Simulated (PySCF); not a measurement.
# CH2S (Thioformaldehyde): the cost of one run

Programs: PySCF 2.14.0, with routines of our own; each step states its level. All values are computed. Atoms count from 0.

## Step 1: The system as given

4 atoms, charge 0, multiplicity 1; geometry from: GFN2-xTB.

## Step 2: Relaxing the molecule at PBE0/def2-TZVP

Job settings and geometry (Å):

```
{"job": {"xc": "PBE0", "basis": "def2-TZVP", "grid": 1, "kind": "geom"}, "charge": 0, "multiplicity": 1}
C     -0.114941     0.005328     0.002935
S      1.483938    -0.052156     0.134838
H     -0.612125     0.819079    -0.508706
H     -0.746638    -0.767478     0.421236
```

On the command line:

```console
OMP_NUM_THREADS=1 python excited_run.py task.json out
```

The driver reads the jobs from task.json and runs them one after another.

Q: Estimate the wall time and peak memory of this first job on 1 thread of Arm Neoverse V2, shared host.

About 3.5 s, with a peak of 0.33 GiB.
